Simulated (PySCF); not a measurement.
## The potential of point charges around `N#C[C-](F)Cl`

Species: `N#C[C-](F)Cl`, charge -1. Coordinates (GFN2-xTB, Å) and charges (e) from the PBE0/pcSseg-1 density (PySCF):

```tsv
atom	x	y	z	Mulliken	IAO	Hirshfeld	ESP-fitted
N1	2.039	-0.239	-0.092	-0.4049	-0.4201	-0.3731	-0.6990
C2	0.889	-0.051	-0.057	+0.0664	+0.0802	-0.0469	+0.5912
C3	-0.412	0.156	0.360	-0.0184	-0.1307	-0.1476	-0.5841
F4	-1.002	1.348	-0.122	-0.3681	-0.3406	-0.1970	-0.1100
Cl5	-1.504	-1.211	-0.106	-0.2751	-0.1889	-0.2354	-0.1980
```

Points outside the species (Å): A (2.0, 0.5, -3.5); B (-2.1, 1.8, 2.4); C (3.2, -3.9, 1.8).

Problem. Find the potential V = 14.3996 V·Å × Σ q/r of each set of charges at these points.

Solution. In volts:

```json
{"point": "A", "nearest atom": "N1", "distance (Å)": "3.49", "Mulliken": "-3.388", "IAO": "-3.424", "Hirshfeld": "-3.463", "ESP-fitted": "-3.299"}
{"point": "B", "nearest atom": "F4", "distance (Å)": "2.79", "Mulliken": "-3.875", "IAO": "-3.934", "Hirshfeld": "-3.737", "ESP-fitted": "-3.921"}
{"point": "C", "nearest atom": "N1", "distance (Å)": "4.28", "Mulliken": "-2.660", "IAO": "-2.685", "Hirshfeld": "-2.768", "ESP-fitted": "-2.819"}
```

Problem. How far are the other sets from the ESP-fitted one at these points?

Solution. Root-mean-square difference: IAO 0.106 V, Mulliken 0.108 V, Hirshfeld 0.146 V. The ESP scheme fits charges at the nuclei, held to the total charge, to the electrostatic potential on points at 1.4 to 2.0 times the van der Waals radii.

Problem. What energy would a point charge of +2 e have at B in the field of the ESP charges, leaving out polarisation?

Solution. -7.842 eV = -756.7 kJ/mol, an attraction. The total charge alone, placed at the mean of the coordinates, would give -7.858 eV.

Isolated species at its GFN2-xTB geometry (one conformer only). The pcSseg-1 basis has no diffuse functions, a weakness for an anion.

The run behind these numbers computed NMR shieldings as well. The run took 5.6 s wall on an Arm Neoverse V1 with one thread, shared host, and the process peaked at 0.38 GiB of memory.

Conformer computed: `[N:1]#[C:2][C-:3]([F:4])[Cl:5]`: N1–C2–C3–F4 123°.
